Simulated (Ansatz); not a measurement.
# SnH$_{3}$⁻, quintet in def2-TZVPD: errors against UCCSDT(Q)

Geometry: that of the SnH3⁻, triplet, kept fixed. The triplet lies 5.1 eV lower here.

```xyz
4

Sn    0.0000   -0.0123    0.0000
H     0.0000   -0.1535   -1.9014
H     0.0000    1.7590    0.0000
H     0.0000   -0.1535    1.9014
```

Basis def2-TZVPD with its core potentials; Ansatz 0.2.0. Only valence electrons are correlated (noble-gas cores and the filled d shells of p-block atoms frozen), which leaves 8 electrons in 74 orbitals. R marks a restricted (for open shells ROHF) determinant, U an unrestricted one. Active spaces: valence = (8e, 7o) chosen from the atoms' valence shells. No spin–orbit coupling is included; scalar relativity enters through the core potentials alone. This anion state lies near or above the neutral species, so the extra electron is weakly bound or unbound and the energies hang on the diffuse functions.

Full CI isn't at hand for all of this; UCCSDT(Q) serves as the reference, and is uncertain by about the last step of the cluster series. The frozen core follows each run's orbitals, which can shift R against U totals by a few meV for light atoms and by up to 0.1 eV past Ca.

The UHF ⟨S²⟩ is 6.060, the T1 diagnostic (RCCSD) is 0.0542 and the largest doubles amplitude (RCCSD) is 0.083. The T1 diagnostic (UCCSD) is 0.0397.

Problem. From what is known of these methods and the diagnostics, rank them by the size of their error in total energy against UCCSDT(Q) in def2-TZVPD, smallest first (an estimate: the text doesn't fix the numbers).
A. UCCSD
B. UCCSDT
C. UHF
D. UMP2
E. UCCSD(T)

Solution. B (0.22 kcal/mol), E (1.33 kcal/mol), A (5.04 kcal/mol), D (23.11 kcal/mol), C (84.81 kcal/mol).

All errors are against UCCSDT(Q) in def2-TZVPD. T1 is large (0.054) while the doubles stay small, which points to orbital relaxation. Within each family the higher level lies nearer, as is usual though not guaranteed.

Natural occupations of CASSCF (valence space) about the gap: 1.998 1.966 1.003 1.001 1.000 1.000 0.033; effectively unpaired electrons, Σ n²(2−n)², 4.01.
